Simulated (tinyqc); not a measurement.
Inside a calculation. Method: MP2 on RHF in the sto-3g basis, frozen core, for H2O, spin multiplicity 1. Computed by tinyqc, a small Python program that keeps every step (integrals from PySCF). Settings: charge = 0, multiplicity = 1, basis = sto-3g, method = RHF, frozen orbitals = 1, energy threshold = 1e-10, iteration cap = 66, orthogonalisation = canonical, start = atomic densities, DIIS depth = 6. Command: `OMP_NUM_THREADS=1 python tinyqc.py 30732 30733 out.jsonl` (the two numbers bound the seeds that draw the settings). One thread of a shared host (Intel(R) Xeon(R) Processor @ 2.60GHz), about 0.1 s of CPU time with the checks. The early iterations of the SCF are left out here.

## One-electron integrals

Geometry (angstrom):

| atom | x | y | z |
|---|---|---|---|
| O | 0.0000 | 0.0000 | 0.0000 |
| H | 0.0000 | 0.8100 | 0.6870 |
| H | 0.0000 | -0.8100 | 0.6870 |

Basis sto-3g: exponents (1/bohr^2) and contraction coefficients of normalised primitives:

| element | l (shell) | exponent | coefficient |
|---|---|---|---|
| O | s (1) | 130.7093 | 0.1543 |
| O | s (1) | 23.8089 | 0.5353 |
| O | s (1) | 6.4436 | 0.4446 |
| O | s (2) | 5.0332 | -0.1000 |
| O | s (2) | 1.1696 | 0.3995 |
| O | s (2) | 0.3804 | 0.7001 |
| O | p (3) | 5.0332 | 0.1559 |
| O | p (3) | 1.1696 | 0.6077 |
| O | p (3) | 0.3804 | 0.3920 |
| H | s (1) | 3.4253 | 0.1543 |
| H | s (1) | 0.6239 | 0.5353 |
| H | s (1) | 0.1689 | 0.4446 |

Overlap, kinetic and nuclear-attraction integrals over the contracted functions; the nuclear repulsion is the sum of Za Zb / Rab.

nuclear repulsion = 8.298395 hartree

overlap S:
```
         1O 1s   1O 2s  1O 2px   1O 2py  1O 2pz   2H 1s    3H 1s
1O 1s   1.0000  0.2367  0.0000   0.0000  0.0000  0.0420   0.0420
1O 2s   0.2367  1.0000  0.0000   0.0000  0.0000  0.4086   0.4086
1O 2px  0.0000  0.0000  1.0000   0.0000  0.0000  0.0000   0.0000
1O 2py  0.0000  0.0000  0.0000   1.0000  0.0000  0.2708  -0.2708
1O 2pz  0.0000  0.0000  0.0000   0.0000  1.0000  0.2297   0.2297
2H 1s   0.0420  0.4086  0.0000   0.2708  0.2297  1.0000   0.2156
3H 1s   0.0420  0.4086  0.0000  -0.2708  0.2297  0.2156   1.0000
```

kinetic energy T (hartree):
```
          1O 1s    1O 2s  1O 2px   1O 2py  1O 2pz    2H 1s    3H 1s
1O 1s   29.0032  -0.1680  0.0000   0.0000  0.0000  -0.0076  -0.0076
1O 2s   -0.1680   0.8081  0.0000   0.0000  0.0000   0.0840   0.0840
1O 2px   0.0000   0.0000  2.5287   0.0000  0.0000   0.0000   0.0000
1O 2py   0.0000   0.0000  0.0000   2.5287  0.0000   0.1602  -0.1602
1O 2pz   0.0000   0.0000  0.0000   0.0000  2.5287   0.1359   0.1359
2H 1s   -0.0076   0.0840  0.0000   0.1602  0.1359   0.7600   0.0013
3H 1s   -0.0076   0.0840  0.0000  -0.1602  0.1359   0.0013   0.7600
```

nuclear attraction V (hartree):
```
           1O 1s     1O 2s   1O 2px    1O 2py   1O 2pz    2H 1s    3H 1s
1O 1s   -61.6149   -7.4189   0.0000    0.0000  -0.0163  -1.3510  -1.3510
1O 2s    -7.4189  -10.0417   0.0000    0.0000  -0.1978  -3.1996  -3.1996
1O 2px    0.0000    0.0000  -9.9031    0.0000   0.0000   0.0000   0.0000
1O 2py    0.0000    0.0000   0.0000  -10.0171   0.0000  -1.8701   1.8701
1O 2pz   -0.0163   -0.1978   0.0000    0.0000  -9.9851  -1.6454  -1.6454
2H 1s    -1.3510   -3.1996   0.0000   -1.8701  -1.6454  -5.4424  -1.2851
3H 1s    -1.3510   -3.1996   0.0000    1.8701  -1.6454  -1.2851  -5.4424
```

core Hamiltonian H = T + V (hartree):
```
           1O 1s    1O 2s   1O 2px   1O 2py   1O 2pz    2H 1s    3H 1s
1O 1s   -32.6117  -7.5870   0.0000   0.0000  -0.0163  -1.3586  -1.3586
1O 2s    -7.5870  -9.2336   0.0000   0.0000  -0.1978  -3.1156  -3.1156
1O 2px    0.0000   0.0000  -7.3743   0.0000   0.0000   0.0000   0.0000
1O 2py    0.0000   0.0000   0.0000  -7.4884   0.0000  -1.7099   1.7099
1O 2pz   -0.0163  -0.1978   0.0000   0.0000  -7.4564  -1.5095  -1.5095
2H 1s    -1.3586  -3.1156   0.0000  -1.7099  -1.5095  -4.6824  -1.2838
3H 1s    -1.3586  -3.1156   0.0000   1.7099  -1.5095  -1.2838  -4.6824
```

## Two-electron integrals

Functions are numbered as in S; the eight-fold symmetry (ij|kl) = (ji|kl) = (kl|ij) leaves the list below.

Two-electron integrals (ij|kl) in chemists' order, unique and non-zero (hartree):
```
(11|11) 4.7851      (21|11) 0.7414      (21|21) 0.1369      (22|11) 1.1189
(22|21) 0.2566      (22|22) 0.8172      (31|31) 0.0245      (32|31) 0.0378
(32|32) 0.1805      (33|11) 1.1158      (33|21) 0.2567      (33|22) 0.8170
(33|33) 0.8802      (41|41) 0.0245      (42|41) 0.0378      (42|42) 0.1805
(43|43) 0.0474      (44|11) 1.1158      (44|21) 0.2567      (44|22) 0.8170
(44|33) 0.7853      (44|44) 0.8802      (51|51) 0.0245      (52|51) 0.0378
(52|52) 0.1805      (53|53) 0.0474      (54|54) 0.0474      (55|11) 1.1158
(55|21) 0.2567      (55|22) 0.8170      (55|33) 0.7853      (55|44) 0.7853
(55|55) 0.8802      (61|11) 0.1334      (61|21) 0.0244      (61|22) 0.0456
(61|33) 0.0455      (61|41) 0.0009      (61|42) 0.0016      (61|44) 0.0456
(61|51) 0.0007      (61|52) 0.0014      (61|54) 1.35e-04    (61|55) 0.0456
(61|61) 0.0044      (62|11) 0.3356      (62|21) 0.0780      (62|22) 0.2762
(62|33) 0.2715      (62|41) 0.0045      (62|42) 0.0346      (62|44) 0.2796
(62|51) 0.0038      (62|52) 0.0294      (62|54) 0.0069      (62|55) 0.2773
(62|61) 0.0142      (62|62) 0.1171      (63|31) 0.0080      (63|32) 0.0472
(63|43) 0.0071      (63|53) 0.0061      (63|63) 0.0164      (64|11) 0.1879
(64|21) 0.0442      (64|22) 0.1672      (64|33) 0.1597      (64|41) 0.0102
(64|42) 0.0670      (64|44) 0.1787      (64|51) 0.0019      (64|52) 0.0168
(64|54) 0.0101      (64|55) 0.1631      (64|61) 0.0084      (64|62) 0.0861
(64|64) 0.0790      (65|11) 0.1593      (65|21) 0.0375      (65|22) 0.1418
(65|33) 0.1354      (65|41) 0.0019      (65|42) 0.0168      (65|44) 0.1394
(65|51) 0.0096      (65|52) 0.0614      (65|54) 0.0105      (65|55) 0.1504
(65|61) 0.0071      (65|62) 0.0731      (65|64) 0.0531      (65|65) 0.0614
(66|11) 0.4858      (66|21) 0.1147      (66|22) 0.4670      (66|33) 0.4484
(66|41) 0.0083      (66|42) 0.0892      (66|44) 0.4805      (66|51) 0.0070
(66|52) 0.0757      (66|54) 0.0273      (66|55) 0.4715      (66|61) 0.0211
(66|62) 0.2530      (66|64) 0.2123      (66|65) 0.1801      (66|66) 0.7746
(71|11) 0.1334      (71|21) 0.0244      (71|22) 0.0456      (71|33) 0.0455
(71|41) -0.0009     (71|42) -0.0016     (71|44) 0.0456      (71|51) 0.0007
(71|52) 0.0014      (71|54) -1.35e-04   (71|55) 0.0456      (71|61) 0.0044
(71|62) 0.0138      (71|64) 0.0075      (71|65) 0.0069      (71|66) 0.0202
(71|71) 0.0044      (72|11) 0.3356      (72|21) 0.0780      (72|22) 0.2762
(72|33) 0.2715      (72|41) -0.0045     (72|42) -0.0346     (72|44) 0.2796
(72|51) 0.0038      (72|52) 0.0294      (72|54) -0.0069     (72|55) 0.2773
(72|61) 0.0138      (72|62) 0.0951      (72|64) 0.0483      (72|65) 0.0577
(72|66) 0.1683      (72|71) 0.0142      (72|72) 0.1171      (73|31) 0.0080
(73|32) 0.0472      (73|43) -0.0071     (73|53) 0.0061      (73|63) 0.0129
(73|73) 0.0164      (74|11) -0.1879     (74|21) -0.0442     (74|22) -0.1672
(74|33) -0.1597     (74|41) 0.0102      (74|42) 0.0670      (74|44) -0.1787
(74|51) -0.0019     (74|52) -0.0168     (74|54) 0.0101      (74|55) -0.1631
(74|61) -0.0075     (74|62) -0.0483     (74|64) -0.0121     (74|65) -0.0287
(74|66) -0.0764     (74|71) -0.0084     (74|72) -0.0861     (74|74) 0.0790
(75|11) 0.1593      (75|21) 0.0375      (75|22) 0.1418      (75|33) 0.1354
(75|41) -0.0019     (75|42) -0.0168     (75|44) 0.1394      (75|51) 0.0096
(75|52) 0.0614      (75|54) -0.0105     (75|55) 0.1504      (75|61) 0.0069
(75|62) 0.0577      (75|64) 0.0287      (75|65) 0.0474      (75|66) 0.1117
(75|71) 0.0071      (75|72) 0.0731      (75|74) -0.0531     (75|75) 0.0614
(76|11) 0.1267      (76|21) 0.0297      (76|22) 0.1150      (76|33) 0.1121
(76|44) 0.1142      (76|51) 0.0022      (76|52) 0.0208      (76|55) 0.1184
(76|61) 0.0054      (76|62) 0.0491      (76|64) 0.0312      (76|65) 0.0344
(76|66) 0.1118      (76|71) 0.0054      (76|72) 0.0491      (76|74) -0.0312
(76|75) 0.0344      (76|76) 0.0257      (77|11) 0.4858      (77|21) 0.1147
(77|22) 0.4670      (77|33) 0.4484      (77|41) -0.0083     (77|42) -0.0892
(77|44) 0.4805      (77|51) 0.0070      (77|52) 0.0757      (77|54) -0.0273
(77|55) 0.4715      (77|61) 0.0202      (77|62) 0.1683      (77|64) 0.0764
(77|65) 0.1117      (77|66) 0.3224      (77|71) 0.0211      (77|72) 0.2530
(77|74) -0.2123     (77|75) 0.1801      (77|76) 0.1118      (77|77) 0.7746
```

## Orthogonalisation

S = U s U^T; canonical form X = U s^(-1/2), so that X^T S X = 1. Each column of U has its largest component positive (the first on a tie).

eigenvalues of S: 0.4103  0.4943  0.8820  1.0000  1.1036  1.2901  1.8198

X:
```
              1        2        3       4        5        6       7
1O 1s   -0.3326   0.0000   0.7391  0.0000   0.6202   0.0000  0.1630
1O 2s    1.0682   0.0000  -0.3084  0.0000   0.3208   0.0000  0.4287
1O 2px   0.0000   0.0000   0.0000  1.0000   0.0000   0.0000  0.0000
1O 2py   0.0000   0.8587   0.0000  0.0000   0.0000   0.7019  0.0000
1O 2pz   0.5254   0.0000   0.6596  0.0000  -0.6164   0.0000  0.2145
2H 1s   -0.6745  -0.8017  -0.1695  0.0000  -0.1390   0.3759  0.3828
3H 1s   -0.6745   0.8017  -0.1695  0.0000  -0.1390  -0.3759  0.3828
```

## Iteration 8 (converged): orbitals

converged F (hartree):
```
           1O 1s    1O 2s   1O 2px   1O 2py   1O 2pz    2H 1s    3H 1s
1O 1s   -20.2542  -5.1643   0.0000   0.0000  -0.0266  -0.9335  -0.9335
1O 2s    -5.1643  -2.4217   0.0000   0.0000  -0.0903  -0.8575  -0.8575
1O 2px    0.0000   0.0000  -0.3909   0.0000   0.0000   0.0000   0.0000
1O 2py    0.0000   0.0000   0.0000  -0.2522   0.0000  -0.3590   0.3590
1O 2pz   -0.0266  -0.0903   0.0000   0.0000  -0.2958  -0.3507  -0.3507
2H 1s    -0.9335  -0.8575   0.0000  -0.3590  -0.3507  -0.4587  -0.3030
3H 1s    -0.9335  -0.8575   0.0000   0.3590  -0.3507  -0.3030  -0.4587
```

Diagonalise F' = X^T F X, C = X C', fill 5 alpha and 5 beta electrons from the bottom; D = 2 C_occ C_occ^T. Each column has its largest component positive (the first on a tie).

F' = X^T F X (hartree):
```
         1       2        3        4        5        6        7
1  -0.0702  0.0000   1.9932   0.0000   1.5410   0.0000   0.3428
2   0.0000  0.6025   0.0000   0.0000   0.0000   0.1141   0.0000
3   1.9932  0.0000  -8.6555   0.0000  -8.8329   0.0000  -3.7677
4   0.0000  0.0000   0.0000  -0.3909   0.0000   0.0000   0.0000
5   1.5410  0.0000  -8.8329   0.0000  -9.8266   0.0000  -4.2104
6   0.0000  0.1141   0.0000   0.0000   0.0000  -0.5470   0.0000
7   0.3428  0.0000  -3.7677   0.0000  -4.2104   0.0000  -2.8719
```

orbital energies (hartree): MO1 -20.2626, MO2 -1.2271, MO3 -0.5583, MO4 -0.4519, MO5 -0.3909, MO6 0.5173, MO7 0.6137

coefficients C:
```
            MO1      MO2      MO3      MO4     MO5      MO6      MO7
1O 1s    0.9944  -0.2371   0.0000   0.0989  0.0000  -0.1152   0.0000
1O 2s    0.0246   0.8716   0.0000  -0.5075  0.0000   0.7106   0.0000
1O 2px   0.0000   0.0000   0.0000   0.0000  1.0000   0.0000   0.0000
1O 2py   0.0000   0.0000   0.6145   0.0000  0.0000   0.0000   0.9233
1O 2pz   0.0035   0.0997   0.0000   0.7402  0.0000   0.7610   0.0000
2H 1s   -0.0049   0.1481   0.4525   0.3214  0.0000  -0.7241  -0.7611
3H 1s   -0.0049   0.1481  -0.4525   0.3214  0.0000  -0.7241   0.7611
```

D after iteration 8:
```
          1O 1s    1O 2s  1O 2px   1O 2py   1O 2pz    2H 1s    3H 1s
1O 1s    2.1096  -0.4649  0.0000   0.0000   0.1062  -0.0163  -0.0163
1O 2s   -0.4649   2.0358  0.0000   0.0000  -0.5775  -0.0683  -0.0683
1O 2px   0.0000   0.0000  2.0000   0.0000   0.0000   0.0000   0.0000
1O 2py   0.0000   0.0000  0.0000   0.7552   0.0000   0.5561  -0.5561
1O 2pz   0.1062  -0.5775  0.0000   0.0000   1.1158   0.5053   0.5053
2H 1s   -0.0163  -0.0683  0.0000   0.5561   0.5053   0.6600  -0.1590
3H 1s   -0.0163  -0.0683  0.0000  -0.5561   0.5053  -0.1590   0.6600
```

## Convergence

Stop when the energy changes by less than 1e-10 hartree and every element of the error matrix X^T (F D S - S D F) X is below 3e-06.

Course of the cycle:

| iteration | E (hartree) | change | largest element of the error matrix |
|---|---|---|---|
| 1 | -75.257569 | - | 1.20e+00 |
| 2 | -74.910930 | 3.47e-01 | 2.77e-01 |
| 3 | -74.954754 | -4.38e-02 | 4.05e-02 |
| 4 | -74.955639 | -8.85e-04 | 6.45e-03 |
| 5 | -74.955668 | -2.95e-05 | 2.98e-04 |
| 6 | -74.955668 | -1.72e-07 | 9.09e-05 |
| 7 | -74.955668 | -2.13e-08 | 3.02e-07 |
| 8 | -74.955668 | -1.42e-13 | 3.43e-10 |

PySCF RHF in the same basis = -74.955668 hartree

Converged in 8 iterations.

## Integrals over molecular orbitals

(pq|rs) = sum C_ip C_jq C_kr C_ls (ij|kl), one index at a time.

one-electron integrals over orbitals h = C^T H C (hartree):
```
          1        2        3        4        5        6        7
1  -32.5949   0.5641   0.0000  -0.2231   0.0000   0.2637   0.0000
2    0.5641  -7.5888   0.0000   0.5116   0.0000  -1.2633   0.0000
3    0.0000   0.0000  -6.1211   0.0000   0.0000   0.0000  -1.7366
4   -0.2231   0.5116   0.0000  -6.6843   0.0000  -1.2645   0.0000
5    0.0000   0.0000   0.0000   0.0000  -7.3743   0.0000   0.0000
6    0.2637  -1.2633   0.0000  -1.2645   0.0000  -5.3521   0.0000
7    0.0000   0.0000  -1.7366   0.0000   0.0000   0.0000  -5.5145
```

Two-electron integrals over orbitals (pq|rs), unique and non-zero (hartree); the lowest 1 orbital is frozen and left out:
```
(22|22) 0.7244    (32|32) 0.1345    (33|22) 0.6263    (33|33) 0.6071
(42|22) -0.0158   (42|33) 0.0045    (42|42) 0.1285    (43|32) 0.0249
(43|43) 0.0536    (44|22) 0.6626    (44|33) 0.5758    (44|42) -0.0969
(44|44) 0.7200    (52|52) 0.1482    (53|53) 0.0273    (54|52) -0.0463
(54|54) 0.0510    (55|22) 0.7515    (55|33) 0.6118    (55|42) -0.0792
(55|44) 0.6992    (55|55) 0.8802    (62|22) 0.1360    (62|33) 0.0712
(62|42) 0.0279    (62|44) 0.0675    (62|55) 0.1464    (62|62) 0.0977
(63|32) -0.0349   (63|43) -0.0342   (63|63) 0.0707    (64|22) 0.1171
(64|33) 0.0484    (64|42) -0.0492   (64|44) 0.1312    (64|55) 0.1419
(64|62) 0.0593    (64|64) 0.0917    (65|52) 0.0530    (65|54) 0.0036
(65|65) 0.0357    (66|22) 0.6046    (66|33) 0.5587    (66|42) 0.0497
(66|44) 0.5493    (66|55) 0.5858    (66|62) 0.0965    (66|64) 0.0516
(66|66) 0.5914    (72|32) 0.0495    (72|43) -0.0332   (72|63) 0.0322
(72|72) 0.0657    (73|22) 0.1539    (73|33) 0.0891    (73|42) -0.0806
(73|44) 0.1443    (73|55) 0.1980    (73|62) 0.0704    (73|64) 0.0971
(73|66) 0.0432    (73|73) 0.1591    (74|32) -0.0757   (74|43) -0.0097
(74|63) 0.0510    (74|72) -0.0164   (74|74) 0.0721    (75|53) 0.0238
(75|75) 0.0245    (76|32) 0.0881    (76|43) 0.0580    (76|63) -0.0626
(76|72) -0.0075   (76|74) -0.0605   (76|76) 0.1114    (77|22) 0.6107
(77|33) 0.5907    (77|42) -0.0155   (77|44) 0.5842    (77|55) 0.6101
(77|62) 0.0626    (77|64) 0.0470    (77|66) 0.5567    (77|73) 0.0902
(77|77) 0.6003
```

## Second-order Moller-Plesset energy

Hartree-Fock energy = -74.955668 hartree

E2 = sum_ijab (ia|jb) [2 (ia|jb) - (ib|ja)] / (e_i + e_j - e_a - e_b) over occupied i, j and virtual a, b; the opposite-spin part is (ia|jb)^2 / denominator, the rest is same-spin, and SCS-MP2 scales them by 6/5 and 1/3.

Terms:

| i | j | a | b | (ia\|jb) | (ib\|ja) | denominator | term |
|---|---|---|---|---|---|---|---|
| 3 | 3 | 7 | 7 | 0.1591 | 0.1591 | -2.3439 | -0.0108 |
| 4 | 3 | 6 | 7 | 0.0971 | 0.0510 | -2.1411 | -0.0065 |
| 3 | 4 | 7 | 6 | 0.0971 | 0.0510 | -2.1411 | -0.0065 |
| 4 | 4 | 6 | 6 | 0.0917 | 0.0917 | -1.9383 | -0.0043 |
| 2 | 2 | 6 | 6 | 0.0977 | 0.0977 | -3.4887 | -0.0027 |
| 3 | 2 | 7 | 6 | 0.0704 | 0.0322 | -2.9163 | -0.0026 |
| 2 | 3 | 6 | 7 | 0.0704 | 0.0322 | -2.9163 | -0.0026 |
| 4 | 4 | 7 | 7 | 0.0721 | 0.0721 | -2.1311 | -0.0024 |
| 3 | 3 | 6 | 6 | 0.0707 | 0.0707 | -2.1510 | -0.0023 |
| 4 | 2 | 6 | 6 | 0.0593 | 0.0593 | -2.7135 | -0.0013 |
| 2 | 4 | 6 | 6 | 0.0593 | 0.0593 | -2.7135 | -0.0013 |
| 2 | 2 | 7 | 7 | 0.0657 | 0.0657 | -3.6815 | -0.0012 |
| 5 | 5 | 6 | 6 | 0.0357 | 0.0357 | -1.8163 | -0.0007 |
| 5 | 5 | 7 | 7 | 0.0245 | 0.0245 | -2.0091 | -2.98e-04 |
| 3 | 4 | 6 | 7 | 0.0510 | 0.0971 | -2.1411 | -1.16e-04 |
| 4 | 3 | 7 | 6 | 0.0510 | 0.0971 | -2.1411 | -1.16e-04 |
| 4 | 2 | 7 | 7 | -0.0164 | -0.0164 | -2.9063 | -9.28e-05 |
| 2 | 4 | 7 | 7 | -0.0164 | -0.0164 | -2.9063 | -9.28e-05 |
| 3 | 2 | 6 | 7 | 0.0322 | 0.0704 | -2.9163 | 6.69e-05 |
| 2 | 3 | 7 | 6 | 0.0322 | 0.0704 | -2.9163 | 6.69e-05 |

Pair energies (hartree; pair i-j sums ij and ji):

| pair | opposite spin | same spin |
|---|---|---|
| 2-2 | -0.0039 | 0.0000 |
| 3-2 | -0.0041 | -0.0010 |
| 3-3 | -0.0131 | 0.0000 |
| 4-2 | -0.0028 | 0.0000 |
| 4-3 | -0.0112 | -0.0020 |
| 4-4 | -0.0068 | 0.0000 |
| 5-5 | -0.0010 | 0.0000 |

MP2 correlation energy = -0.045919 hartree

SCS-MP2 correlation energy = -0.052513 hartree

MP2 total energy = -75.001587 hartree
